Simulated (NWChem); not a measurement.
## Correlation energy of ethanethiol (C2H6S)

```xyz
9

C     -1.4828     0.7695    -0.2516
C     -0.5455    -0.4168    -0.4452
S      1.0731    -0.2620     0.4140
H     -2.4515     0.5832    -0.7463
H     -1.0578     1.6896    -0.6848
H     -1.6695     0.9571     0.8169
H     -0.9823    -1.3347    -0.0204
H     -0.3659    -0.6175    -1.5130
H      1.5271     0.7979    -0.2957
```
Charge 0, spin multiplicity 1.

Everything below was run with NWChem. The geometry was optimised at B3LYP/def2-SVP, a minimum by its harmonic frequencies. It is one conformer; others weren't searched.

Basis set: def2-SVP. Each correlation energy counts from its own Hartree-Fock reference.

| method | correlation energy (mHa) | difference from CCSD(T) |
|---|---|---|
| CCSD | -475.4 | +13.4 |
| CCSD+T(CCSD) | -489.0 | -0.3 |
| MP2 | -427.9 | +60.8 |
| CR-CCSD[T] | -485.9 | +2.8 |
| CCSD(T) | -488.7 | 0.0 |
| CR-CCSD(T) | -485.6 | +3.1 |
| SCS-MP2 | -431.2 | +57.5 |

The values span 61.1 mHa, from CCSD+T(CCSD) (lowest) to MP2 (highest). 

The correlated methods keep 7 core orbitals frozen. No row is a measurement; the coupled-cluster row has its own basis-set and correlation limits.
